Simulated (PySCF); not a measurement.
Structure revision by computed shifts

A compound C₃H₄O₃ gives the data below (simulated from a calculation) and was assigned the structure `O=CO[C@H]1CO1`.

¹³C{¹H} NMR (computed): δ 156.9 (C), 64.3 (CH2, 2C).

¹H NMR (600 MHz, computed): δ 4.12 (s, 4H).

Equivalent nuclei averaged, non-relativistic Hamiltonian, in vacuum, a single conformation. Geometry from PBE0-D3(BJ)/def2-SVP; spin–spin couplings from B3LYP/pcJ-1 (without the spin–dipole term); PBE0/pcSseg-1 with gauge-including orbitals; PySCF.

δ = σ(ref) − σ, references computed at the same level: ¹H (σ = 31.27 ppm) and ¹³C (σ = 184.41 ppm) vs TMS.

Q: Compare with the shifts computed for the proposed structure, pairing carbons in order of shift.

A: Numbering as in the mapped SMILES `[O:1]=[CH:2][O:3][C@H:4]1[CH2:5][O:6]1`; H(Xn) means a hydrogen on atom n.

```tsv
atom	computed for proposal	given list	difference
C2	164.9	156.9	+8.0
C4	68.4	64.3	+4.1
C5	44.3	64.3	-20.0
```

The rms difference is 12.6 ppm and the largest -20.0 ppm at C5 (epoxide ring carbon). The proposal also would give 3 carbon signals, not 2. The carbon types in order of shift don't match either: CH, CH, CH2 for the proposal against C, CH2, CH2 in the data. The proposal doesn't fit.

Q: Which isomer fits?

A: `InChI=1S/C3H4O3/c4-3-5-1-2-6-3/h1-2H2`.

Carbon types of the structure: 1 × C, 2 × CH2, which accounts for all hydrogens. δC 156.9: carbonate carbon; lone-pair donation from the attached heteroatom keeps it upfield of a ketone carbonyl. δC 64.3: sp3 CH2 bonded to O; deshielded by the electronegative neighbour. δH 4.12: hydrogen on an sp3 CH2 bonded to O; its carbon carries O, hence the downfield position.

Other isomers checked: O=C(O)[C@@H]1CO1 (rms 17.9 ppm).

This is the structure that produced the data.

Shifts are as computed. Against solution values, carbons near 30 ppm lie about +2 ppm off and those near 130 ppm about +5 ppm. Of 1211 compounds with measured shifts, 218 miss one by over three times the rms of a fit or turn the order of signals round; such compounds aren't used in these exercises.
